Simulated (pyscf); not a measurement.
## Four-centre exchange: H₂P–PH₂ + silane (SiH₄) → H₃Si–PH–PH₂ + hydrogen (H₂)

Gas phase, singlet surface, charge 0. Bonds broken: P1–H3, Si7–H8. Bonds formed: P1–Si7, H3–H8. PySCF, gas phase, ωB97X-D3(BJ)/def2-SVP geometries.

Transition state (Å):

```xyz
11

P     -2.0070    -0.4366    -0.2314
P     -2.2238     0.7212     1.6327
H     -0.2942    -0.8288    -0.4955
H     -2.4215     0.5720    -1.1412
H     -2.7447    -0.3476     2.4154
H     -0.8945     0.5537     2.1261
Si     0.3627     0.7592    -0.6595
H      0.7073    -0.9245    -0.6645
H      1.7749     0.8920    -0.1646
H      0.2626     0.8262    -2.1369
H     -0.2962     1.9389    -0.0029
```

One imaginary mode, 1649i cm⁻¹; descent along it reached the two sides named.

```json
[
 {"bond": "P1–H3", "change": "breaks", "reactant side (Å)": "1.423", "saddle": "1.777", "product side": "3.1"},
 {"bond": "Si7–H8", "change": "breaks", "reactant side (Å)": "1.491", "saddle": "1.719", "product side": "3.5"},
 {"bond": "P1–Si7", "change": "forms", "reactant side (Å)": "4.0", "saddle": "2.7", "product side": "2.250"},
 {"bond": "H3–H8", "change": "forms", "reactant side (Å)": "2.8", "saddle": "1.020", "product side": "0.761"}
]
```

Electronic energies relative to the separated reactants (kcal/mol):

```tsv
level	barrier	reaction energy	reverse barrier
ωB97X-D3(BJ)/def2-TZVP	64.8	-5.0	69.9
PBE/def2-TZVP	57.3	-2.0	59.2
r²SCAN/def2-TZVP	60.1	-2.5	62.6
B3LYP-D3(BJ)/def2-TZVP	64.2	-1.5	65.7
PBE0-D3(BJ)/def2-TZVP	59.3	-3.1	62.4
M06-2X/def2-TZVP	66.2	-2.1	68.3
ωB97M-D3(BJ)/def2-TZVP	66.7	-0.6	67.3
HF/def2-TZVP	91.1	+6.1	85.0
```

With ωB97M-D3(BJ)/def2-TZVP energies and thermal terms (ideal gas, 1 atm, RRHO with modes under 100 cm⁻¹ raised to 100, one conformer, R ln 2 for chiral ones without a mode under 150 cm⁻¹), in kcal/mol:

```json
[
 {"T (K)": "298", "ΔH‡": "65.9", "ΔG‡": "75.1", "ΔH": "-1.8", "ΔG": "-0.5"},
 {"T (K)": "600", "ΔH‡": "66.3", "ΔG‡": "84.3", "ΔH": "-0.4", "ΔG": "+0.4"},
 {"T (K)": "900", "ΔH‡": "67.1", "ΔG‡": "93.1", "ΔH": "+0.5", "ΔG": "+0.5"},
 {"T (K)": "1200", "ΔH‡": "67.9", "ΔG‡": "101.7", "ΔH": "+1.1", "ΔG": "+0.4"}
]
```

At the saddle there is also a short H–Si contact that neither side keeps. One saddle was located; it need not be the lowest between these sides.
